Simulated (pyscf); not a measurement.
## Hydrogen abstraction: F–SiH₂–O–SiH₃ (SMILES F[SiH2]O[SiH3]) + H• (SMILES [H]) -> F–SiH₂–O–SiH₂• (SMILES F[SiH2]O[SiH2]) + H₂ (SMILES [H][H])

Gas phase, doublet surface, charge 0. Bonds broken: Si4–H7. Bonds formed: H7–H10. PySCF, gas phase, ωB97X-D3(BJ)/def2-SVP geometries.

Transition state (Å):

```xyz
10

F     -0.3375    -1.4503     1.3174
Si    -1.2555    -0.1145     1.4418
O     -1.3794     0.5468    -0.0590
Si    -0.8034     0.3319    -1.6066
H     -2.5956    -0.5192     1.9244
H     -0.5726     0.8261     2.3591
H      0.7896     0.4765    -1.5962
H     -1.1617    -1.0229    -2.1145
H     -1.3931     1.3882    -2.4716
H      1.9497     0.5886    -1.5025
```

One imaginary mode, 1033i cm⁻¹; descent along it reached the two sides named.

```csv
bond,change,reactant side (Å),saddle,product side
Si4–H7,breaks,1.490,1.600,3.4
H7–H10,forms,3.6,1.169,0.760
```

Electronic energies relative to the separated reactants (kcal/mol):

| level | barrier | reaction energy | reverse barrier |
|---|---|---|---|
| ωB97X-D3(BJ)/def2-TZVP | 5.1 | -10.0 | 15.1 |
| PBE/def2-TZVP | 0.1 | -13.7 | 13.7 |
| r²SCAN/def2-TZVP | -0.6 | -14.4 | 13.8 |
| B3LYP-D3(BJ)/def2-TZVP | 0.4 | -14.1 | 14.5 |
| PBE0-D3(BJ)/def2-TZVP | 2.0 | -11.6 | 13.6 |
| M06-2X/def2-TZVP | 6.0 | -12.6 | 18.6 |
| ωB97M-D3(BJ)/def2-TZVP | 5.2 | -10.1 | 15.3 |
| HF/def2-TZVP | 14.6 | -5.1 | 19.7 |

With ωB97M-D3(BJ)/def2-TZVP energies and thermal terms (ideal gas, 1 atm, RRHO with modes under 100 cm⁻¹ raised to 100, one conformer, R ln 2 for rigid chiral ones), in kcal/mol:

```json
[
 {"T (K)": "298", "ΔH‡": "3.5", "ΔG‡": "10.0", "ΔH": "-9.5", "ΔG": "-10.9"},
 {"T (K)": "600", "ΔH‡": "3.3", "ΔG‡": "16.7", "ΔH": "-9.4", "ΔG": "-12.5"},
 {"T (K)": "900", "ΔH‡": "3.2", "ΔG‡": "23.4", "ΔH": "-9.8", "ΔG": "-14.0"},
 {"T (K)": "1200", "ΔH‡": "3.1", "ΔG‡": "30.2", "ΔH": "-10.5", "ΔG": "-15.3"}
]
```

At r²SCAN this geometry lies under the reactants; that is no barrier but a single point on another level's saddle; such a level's own saddle, if it has one, lies nearer that side and is low. One saddle was located; it need not be the lowest between these sides. The angle at the transferred H is 176°.
